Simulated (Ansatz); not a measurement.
**Relaxing a trial structure of BH5PSi+**

The starting geometry of this gas-phase singlet was optimised with GFN2-xTB; its bonds are those of `[BH2-]1[SiH+][PH2+]1`.

| atom | x (Å) | y (Å) | z (Å) |
| --- | --- | --- | --- |
| B | -0.3646 | -0.2227 | 1.4259 |
| P | 1.3842 | -1.1060 | 1.3912 |
| Si | -0.2669 | -1.4937 | -0.1135 |
| H | -1.0969 | -0.5555 | 2.2805 |
| H | -0.3791 | 0.9091 | 1.1155 |
| H | -0.0363 | -2.4631 | -1.1942 |
| H | 2.5403 | -0.4057 | 1.1299 |
| H | 1.7668 | -1.9833 | 2.3805 |

Task: Where would you expect an optimisation with PBE0-D3(BJ)/def2-SVP to take it?

Result: A new bond forms, giving a structure with H5 bridging Si3 and B1, given below by its coordinates. Distances that change by over a tenth: B1–H5 (1.17 → 1.33 Å). Contacts that close: Si3–H5 (2.70 → 1.73 Å).

The energy falls by 0.61 eV over 26 steps:

```
step  E − E(last) (eV)
   1             0.609
   4             0.476
   7             0.475
   9             0.474
  12             0.461
  15             0.382
  18             0.073
  20             0.015
  23             0.000
  26             0.000
```

Final geometry (Å):

```xyz
8

B    -0.3791   -0.4944    1.6356
P     1.4621   -1.1250    1.4741
Si   -0.1994   -1.6267    0.1138
H    -1.0521    0.0640    2.4476
H    -0.4359    0.0564    0.4232
H    -0.2270   -1.7707   -1.3645
H     2.5654   -0.2484    1.3449
H     1.8134   -2.1761    2.3411
```

No frequencies were run, so the end isn't proven a minimum. Run with Ansatz 0.2.0, 29 s on 1 thread of Intel(R) Xeon(R) 6975P-C (Granite Rapids), with other jobs on the host.
